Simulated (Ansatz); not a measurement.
Geometry optimisation, RKS B3LYP/def2-SVP (Ansatz 0.2.0).

The input (input.yaml):

```yaml
crystal:
  periodic: [false, false, false]
  atoms:
    - { symbol: B, position_ang: [0.0, 0.0, 0.0] }
    - { symbol: C, position_ang: [0.0, 0.0, 1.95] }
    - { symbol: H, position_ang: [-0.9996, -0.3092, 2.3205] }
    - { symbol: H, position_ang: [0.7676, -0.7111, 2.3205] }
    - { symbol: H, position_ang: [0.232, 1.0203, 2.3205] }
    - { symbol: H, position_ang: [1.0305, 0.0, -0.595] }
    - { symbol: H, position_ang: [-1.0305, 0.0, -0.595] }
    - { symbol: Cl, position_ang: [-0.2766, -2.0311, 0.6811] }
    - { symbol: H, position_ang: [-0.1574, -1.1557, 1.757] }
basis:
  gaussian: { orbitals: def2-SVP }
hamiltonian:
  xc: b3lyp
relax:
  f_tol: 0.15
  max_steps: 25
  restrain:
    - { distance: [0, 7], at: 3.06, k: 30.0 }
    - { distance: [8, 1], at: 2.31, k: 30.0 }
    - { distance: [0, 1], at: 1.6, k: 30.0 }
    - { distance: [8, 7], at: 1.37, k: 30.0 }
```

Launched with:

```bash
$ ansatz run input.yaml --threads 1 --pin off --max-ram 2048MiB --backend cpu --events-out ev --progress --plain --runs-dir out
```

Question: Where does it end, and by what steps?

Answer: It converged. The restraints hold the end off the free minimum. After 8 steps the energy has fallen by 3.306 eV (the restraints' own energy left out); H9 moved furthest, 0.92 Å. Parted: C2–H9 (1.18 → 2.32 Å).

| step | energy less start (eV) | largest force component (eV/Å) | accepted |
| --- | --- | --- | --- |
| 0 | 0.0000 | 6.394 | yes |
| 1 | -1.3109 | 2.359 | yes |
| 2 | -1.5846 | 5.815 | yes |
| 3 | -1.9476 | 5.237 | yes |
| 4 | -2.7608 | 3.257 | yes |
| 5 | -3.1936 | 0.817 | yes |
| 6 | -3.1181 | 0.993 | no |
| 7 | -3.2956 | 0.788 | yes |
| 8 | -3.3056 | 0.945 | yes |

```xyz
9
Properties=species:S:1:pos:R:3
B 0.017 0.151 0.234
C 0.027 0.232 1.820
H -0.928 -0.017 2.309
H 0.860 -0.306 2.299
H 0.208 1.303 2.050
H 1.057 0.076 -0.375
H -1.006 0.290 -0.389
Cl -0.360 -2.866 0.578
H -0.309 -2.051 1.634
```

The run took 24 s on 1 thread of Arm Neoverse V2 (shared host), peak memory 0.14 GiB.
